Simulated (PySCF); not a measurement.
From results back to the method.

Compound: 1,3-difluoropropane, C3H6F2.
Numbering: `[F:1][CH2:2][CH2:3][CH2:4][F:5]` (hydrogens: H6, H7 on C2; H8, H9 on C3; H10, H11 on C4)

The closed-shell ground state was solved 7 times with PySCF (density fitting, gas phase), always with PBE0, in these basis sets: 6-31+G*, 6-31G*, aug-cc-pVDZ, def2-SVP, def2-SVPD, def2-TZVP and def2-TZVPD. The structure is a single PBE0-D3(BJ)/def2-SVP conformer in the gas phase; no vibrational or solvent corrections.

| row | total energy (Eh) | HOMO (eV) | LUMO (eV) | dipole (D) |
| --- | --- | --- | --- | --- |
| P | -317.2590 | -8.96 | 2.79 | 1.84 |
| Q | -317.0585 | -9.41 | 0.70 | 2.08 |
| R | -317.4055 | -9.30 | 1.30 | 1.99 |
| S | -317.4077 | -9.34 | 0.35 | 2.02 |
| T | -317.0320 | -9.15 | 1.88 | 1.93 |
| U | -317.3153 | -9.33 | -0.06 | 2.03 |
| V | -317.2841 | -9.38 | 0.42 | 2.16 |

Problem. Which basis belongs to which row?

Solution. P = 6-31G*, Q = def2-SVPD, R = def2-TZVP, S = def2-TZVPD, T = def2-SVP, U = aug-cc-pVDZ, V = 6-31+G*. From the lowest total energy up: def2-TZVPD (245 functions) 0 eV; def2-TZVP (191 functions) +0.06 eV; aug-cc-pVDZ (169 functions) +2.51 eV; 6-31+G* (102 functions) +3.36 eV; 6-31G* (82 functions) +4.04 eV; def2-SVPD (154 functions) +9.50 eV; def2-SVP (100 functions) +10.22 eV.

The values belong to the conformer `[F:1][CH2:2][CH2:3][CH2:4][F:5]`: F1–C2–C3–C4 61°, C2–C3–C4–F5 62°.
